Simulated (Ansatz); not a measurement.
Task: Name a neutral molecule of C, F, N and H with HOMO–LUMO gap (ωB97M-V/def2-TZVPP) between 12.25 and 12.55 eV and LUMO energy (PBE0/def2-TZVPP) between -0.35 and -0.05 eV (Ansatz, PBE0-D4/def2-TZVP geometry).

Result: `N=CCF` (12.30 eV, -0.29 eV). Other molecules can fit too; these were computed, each in one conformer that needn't be the lowest.
